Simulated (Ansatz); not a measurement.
Two shapes of singlet C₂H₄O₂.

Shape 1:

```xyz
8

C     0.0000   -0.9285   -0.0654
O     0.0000   -0.9156    1.1316
O     0.0000    0.1455   -0.8496
C     0.0000    1.3995   -0.1837
H     0.0000   -1.8418   -0.6966
H     0.0000    2.1653   -0.9678
H    -0.8920    1.5055    0.4514
H     0.8920    1.5055    0.4514
```

Shape 2:

```xyz
8

C     0.0000   -1.0028   -0.0706
O     0.0000   -0.9888    1.2221
O     0.0000    0.1572   -0.9175
C     0.0000    1.5115   -0.1984
H     0.0000   -1.9891   -0.7523
H     0.0000    2.3385   -1.0452
H    -0.9634    1.6259    0.4875
H     0.9634    1.6259    0.4875
```

Basis set: def2-TZVP (spherical functions). Frozen core: 4 orbitals. Charge 0, multiplicity 1.

Computed with Ansatz (development build ahead of 0.2.0); each method stands on the lowest determinant of its kind that the runs found.

(1) Which shape is lower in energy, and by how much in each method?

Results:

(1)

```csv
method,E(2) − E(1) (eV)
RHF,1.883
RHF-MP2,1.220
```

Shape 1 is lower. Caution: no unrestricted run beside it, a lower state can exist.
